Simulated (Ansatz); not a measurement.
Geometry optimisation, RKS PBE-D4/def2-TZVP in Ansatz.

input.yaml

```yaml
crystal:
  periodic: [false, false, false]
  atoms:
    - { symbol: Si, position_ang: [0.010202, 0.486359, -0.531831] }
    - { symbol: O, position_ang: [0.695465, -0.329513, 2.151764] }
    - { symbol: H, position_ang: [-0.092796, -0.709359, 2.580341] }
    - { symbol: O, position_ang: [1.422767, -0.377449, -0.611193] }
    - { symbol: H, position_ang: [1.638587, -0.787355, 0.248458] }
    - { symbol: H, position_ang: [-0.154575, 1.111961, -1.876764] }
    - { symbol: H, position_ang: [-1.198007, -0.345037, -0.224828] }
    - { symbol: H, position_ang: [0.052308, 1.574208, 0.467811] }
    - { symbol: H, position_ang: [0.472248, 0.625483, 2.014842] }
basis:
  gaussian: { orbitals: def2-TZVP }
hamiltonian:
  xc: pbe
  dispersion: d4
relax:
  f_tol: 0.03
  max_steps: 50
```

Launched with:

```bash
$ ansatz run input.yaml --threads 4 --pin off --max-ram 5120MiB --backend cpu --events-out ev --progress --plain --runs-dir out
```

**Question.** Where does it end, and by what steps?

**Answer.** The forces met the threshold. After 12 steps the energy has fallen by 0.118 eV; H9 moved furthest, 1.09 Å.

```csv
step,energy less start (eV),largest force component (eV/Å),accepted
0,0.0000,0.650,yes
1,-0.0541,0.470,yes
2,-0.0703,0.224,yes
3,-0.0833,0.374,yes
4,-0.0932,0.462,yes
5,-0.0997,0.418,yes
6,-0.1052,0.359,yes
7,-0.1102,0.272,yes
8,-0.1141,0.193,yes
9,-0.1151,0.314,yes
10,-0.1166,0.140,yes
11,-0.1150,0.113,no
12,-0.1178,0.021,yes
```

```xyz
9
Properties=species:S:1:pos:R:3
Si -0.131 0.613 -0.888
O 1.024 -0.586 2.441
H 0.217 -1.049 2.724
O 1.173 -0.250 -0.350
H 1.189 -0.419 0.620
H 0.077 0.855 -2.346
H -1.428 -0.120 -0.696
H -0.273 1.934 -0.185
H 0.998 0.271 2.899
```

Whether the end is a true minimum wasn't checked by a vibrational analysis.

The run took 13 s on 4 threads of Arm Neoverse V1 (shared host), peak memory 0.21 GiB.
